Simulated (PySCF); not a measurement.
C3H3FO.
SMILES: `O=C=CCF`

Computed with EOM-IP-CCSD/aug-cc-pVDZ in PySCF, restricted Hartree–Fock reference, frozen core, non-relativistic, gas phase, PBE0-D3(BJ)/def2-SVP geometry.

Hartree–Fock orbital energies give these Koopmans values (eV): HOMO 10.20, HOMO-1 14.32, HOMO-2 14.73, HOMO-3 16.58, HOMO-4 17.81, HOMO-5 18.08, HOMO-6 19.02, HOMO-7 19.36.

Problem. What vertical ionisation energies does EOM-IP-CCSD give?

Solution. 
| leading hole (HF orbital) | Koopmans (eV) | EOM-IP-CCSD (eV) | change (eV) | one-hole share |
| --- | --- | --- | --- | --- |
| HOMO | 10.20 | 9.65 | -0.55 | 0.96 |
| HOMO-1 | 14.32 | 12.86 | -1.46 | 0.95 |
| HOMO-2 | 14.73 | 13.00 | -1.73 | 0.95 |
| HOMO-3 | 16.58 | 15.04 | -1.54 | 0.94 |
| HOMO-4 | 17.81 | 15.66 | -2.15 | 0.89 |
| HOMO-5 | 18.08 | 16.21 | -1.87 | 0.94 |
| HOMO-7 | 19.36 | 17.07 | -2.29 | 0.94 |
| HOMO-6 | 19.02 | 17.29 | -1.73 | 0.94 |

Problem. Does the order of the lines follow the orbital energies?

Solution. No: the HOMO-7 hole (17.07 eV) falls below the HOMO-6 hole (17.29 eV). The corrections run from -2.29 to -0.55 eV, with a mean of -1.66 eV over the 8 lines; no line lies above its Koopmans value. Koopmans values leave out both the relaxation of the orbitals and the change in correlation energy.

Problem. At what kinetic energies would He I light (21.22 eV) eject these electrons?

Solution. 11.57 eV (HOMO), 8.36 eV (HOMO-1), 8.22 eV (HOMO-2), 6.18 eV (HOMO-3), 5.56 eV (HOMO-4), 5.01 eV (HOMO-5), 4.15 eV (HOMO-7), 3.93 eV (HOMO-6).

Problem. What total energy has the lowest final state, and which wavelength reaches it?

Solution. E(CCSD) + ionisation energy = -290.46970 + 0.35465 = -290.11505 Eh, at the geometry of the initial state. The threshold wavelength is 1239.84 eV nm/9.65 eV = 128.5 nm.

Lines less than 0.15 eV apart could change places at a higher level. One root was sought for each valence orbital with −ε under 21 eV, eight at most, so deeper holes and satellites are missing; no vibrational structure.

Conformer computed: `[O:1]=[C:2]=[CH:3][CH2:4][F:5]`: C2–C3–C4–F5 -100°.

One conformer stands for the species.
